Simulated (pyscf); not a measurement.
F–N•–F (SMILES F[N]F) + SiH₄ (SMILES [SiH4]) → F–NH–F (SMILES FNF) + SiH₃• (SMILES [SiH3]) (hydrogen abstraction; doublet surface; H–Si broken, H–N formed). Optimised with ωB97X-D3(BJ)/def2-SVP in PySCF. Energies in eV from the separated reactants.

```csv
level,barrier,reaction energy
PBE/def2-TZVP,0.67,+0.71
r²SCAN/def2-TZVP,0.82,+0.78
B3LYP-D3(BJ)/def2-TZVP,0.90,+0.78
PBE0-D3(BJ)/def2-TZVP,0.85,+0.71
M06-2X/def2-TZVP,0.94,+0.59
HF/def2-TZVP,1.87,+0.98
```

At PBE this geometry lies under the product side: in single points on another level's saddle the reverse barrier vanishes, and the forward threshold there is about the reaction energy. One saddle was located; it need not be the lowest between these sides. The angle at the transferred H is 163°.
